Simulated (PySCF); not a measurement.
# C3H7NO (N-Methylacetamide): the cost of one run

The runs use PySCF 2.14.0, with density-fitted response routines of our own; the level of theory stands in each step. All values are computed, except where a source is named. Atoms count from 0, in the outputs and in this text.

### Step 1. The starting structure

12 atoms, charge 0, multiplicity 1; geometry from: GFN2-xTB. The atoms were then displaced at random by about 0.01 Å, so the start is not that level's minimum.

Bonds of the start (Å): C0–N1 1.47, N1–C2 1.36, C2–C3 1.47, C2–O4 1.22, C0–H5 1.08, C0–H6 1.11, C0–H7 1.06, N1–H8 1.00, C3–H9 1.08, C3–H10 1.12, C3–H11 1.09.

### Step 2. Optimising the geometry at PBE0-D3(BJ)/def2-TZVP

The job: settings as JSON, then the geometry in Å.

```
{"job": {"xc": "PBE0", "basis": "def2-TZVP", "d3": "d3bj", "grid": 2, "shake": 0.01, "kind": "geom"}, "charge": 0, "multiplicity": 1}
C      1.907780     0.031170    -0.037490
N      0.477530     0.257870    -0.299730
C     -0.509040    -0.366080     0.399420
C     -1.856160     0.009800    -0.040810
O     -0.255020    -1.148060     1.295250
H      2.383730    -0.349440    -0.923520
H      2.381790     0.991420     0.240930
H      1.980290    -0.646240     0.776600
H      0.227400     0.905080    -1.015480
H     -2.028930    -0.236410    -1.078840
H     -2.619020    -0.551230     0.562960
H     -2.050660     1.073860     0.111690
```

The run is started by

```bash
> OMP_NUM_THREADS=1 python probes_run.py task.json out
```

This one command runs all jobs of the session in turn.

Q: Estimate the wall time and peak memory of this first job on 1 thread of Arm Neoverse V1, shared host.

About 1.8 min, with a peak of 0.74 GiB.
